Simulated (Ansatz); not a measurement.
# PH2⁺, triplet: reading a ladder of total energies

Geometry: that of the PH2⁺, singlet, kept fixed. The singlet lies 1.2 eV lower here.

```
atom   x (Å)    y (Å)    z (Å)
   P  0.0000  -0.0608   0.0000
   H  0.0000   0.9346  -1.0256
   H  0.0000   0.9346   1.0256
```

Basis cc-pVDZ; Ansatz 0.2.0. Correlated methods freeze the noble-gas cores, which leaves 6 electrons in 23 orbitals. R marks a restricted (for open shells ROHF) determinant, U an unrestricted one.

Full CI is exact within this basis and frozen core; it isn't the basis-set limit. The frozen core follows each run's orbitals, which can shift R against U totals by a few meV.

Runs differ by some tens of microhartree through their thresholds and, for an open shell, their frozen cores, so steps under 0.1 kcal/mol mean nothing.

```
    level  total energy (hartree)
      UHF             -341.506984
     UMP2             -341.588759
    UCCSD             -341.612100
 UCCSD(T)             -341.614397
   UCCSDT             -341.615071
UCCSDT(Q)             -341.615116
  full CI             -341.615103
```

**Question.** What is the correlation energy at full CI, and what share of it do UMP2 and UCCSD recover?

**Answer.** E(corr) = -341.615103 − (-341.506984) = -0.108119 hartree = -2.942 eV. UMP2: -0.081775 / -0.108119 = 75.63 %. UCCSD: -0.105116 / -0.108119 = 97.22 %.

**Question.** By how many kcal/mol does UCCSD(T) miss full CI (1 hartree = 627.509 kcal/mol), and which steps make up the rest?

**Answer.** -341.614397 − (-341.615103) = 0.000706 hartree = 0.44 kcal/mol. Steps: UCCSDT − UCCSD(T) = -0.42, UCCSDT(Q) − UCCSDT = -0.03, full CI − UCCSDT(Q) = 0.01 kcal/mol. That is within 1 kcal/mol of the reference in this basis, which itself misses far more of the correlation at the basis-set limit.
